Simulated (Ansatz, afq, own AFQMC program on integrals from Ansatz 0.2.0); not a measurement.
Two steps: Ansatz 0.2.0 writes the Fock matrix and Cholesky factors of the valence space, and afq projects on them the lowest state that overlaps trial and start.

```yaml
crystal:
  periodic: [false, false, false]
  atoms:
    - {symbol: Br, position_ang: [0.000000, 0.000000, -2.091021]}
    - {symbol: H, position_ang: [0.000000, 0.000000, -0.575021]}
    - {symbol: N, position_ang: [0.000000, 0.000000, 1.913063]}
    - {symbol: C, position_ang: [0.000000, 0.000000, 0.752979]}
basis:
  gaussian: {orbitals: cc-pVTZ}
magnetization: {spin_polarized: true, initial_magnetization: 1}
correlation: {method: ccsd_t, electrons: outside_noble_gas, hamiltonian_folder: ham}
```

```sh
$ ansatz run in.yaml --threads 1 --pin off --events-out ev --progress --plain --max-ram 24576MiB --backend cuda --devices 0, --max-vram 18GiB
```

Options of the walk:

```
--method phaseless --trial cisd --walkers 1500 --populations 20 --least-time 60 --time-step 0.005 --steps-per-block 50 --equilibration-blocks 28 --max-blocks 4000 --target-error 0.00024 --factor-cut 1e-05 --start spin_pure --seed 6314 --release-times 0.24,0.51,0.99,1.5 --release-step 0.03 --release-every 4 --taylor-order 6
```

Times are imaginary, in 1/Eh. The walk had a cap of 368 s. With eight or more populations the least sampling time is a fifth of least-time, and the error comes from their spread. Filled inner d shells are frozen with the cores.

Output of the walk:

```
orbitals 101  electrons 9 8  factors 655 of 715
reference energy -2665.27380064 Eh
CCSD correlation -0.52098262 Eh in 16 cycles, weight of the determinant in the CISD state 0.7658
energy of the start -2665.755696 Eh
 block  time / (1/Eh)  mean weight  energy / Eh
     1     0.250  1.0009  -2665.770018
     2     0.500  1.0002  -2665.790052
     3     0.750  1.0007  -2665.800243
     4     1.000  0.9999  -2665.810426
     5     1.250  0.9999  -2665.811757
     9     2.250  0.9995  -2665.821529
    19     4.750  0.9997  -2665.823602
    31     7.750  0.9999  -2665.821292
    43    10.750  0.9999  -2665.828982
    55    13.750  1.0000  -2665.823562
    67    16.750  0.9991  -2665.825093
    79    19.750  0.9995  -2665.820359
    91    22.750  0.9994  -2665.826695
   100    25.000  0.9995  -2665.829997
   103    25.750  0.9999  -2665.828313
   115    28.750  1.0003  -2665.820889
   118    29.500  1.0004  -2665.819258
   121    30.250  1.0006  -2665.824279
error from the spread of 20 populations
released: time / (1/Eh)  energy / Eh  error  mean overlap
  0.24  -2665.824968  0.000602  0.9957
  0.51  -2665.824478  0.000601  0.9956
  0.99  -2665.825575  0.000694  0.9807
  1.50  -2665.825091  0.001247  0.9876
energy -2665.824195 +/- 0.000584 Eh
(rows thinned)
```

The run passed its tests (sampling time, drift between the halves within three errors, error under three times the target), which doesn't prove that it has relaxed, ending at its cap on processor time.

Against this walk (error 15.9 meV) on the same determinant: CCSD(T) 78.3 meV higher. The error is statistical and leaves out the bias of the constraint. The determinant has ⟨S²⟩ = 1.02, so the low cluster orders mix in higher spin (the high orders can go on to a lower state of that spin), while the walk starts as a pure doublet. None of these is a sure reference here. Released to 0.99 1/Eh the energy moves by -38 ± 25 meV (both errors), within twice the noise.

Cautions: constraint bias not in the error; error above the target (15.9 against 6.5 meV); no relativity below Rb; no spin-orbit coupling; inner d shell frozen; higher spins were not checked; raised T1 diagnostic (T1 0.046, weight of the determinant 0.77, largest double 0.08); unrestricted determinant spin contaminated (⟨S²⟩ 1.02 against 0.75); the bias of populations of 75 walkers isn't removed.

The walk took 6.2 min on 1 × NVIDIA H100 80GB HBM3 with 2 threads of AMD EPYC 7R13 Processor (Zen 3), on a shared host (the card was shared). The log's last line is the phaseless energy.

A walk keeps the symmetry of its determinant, which the program's search chose and which needn't be the lowest solution, so a lower state of the same spin and another symmetry isn't excluded.
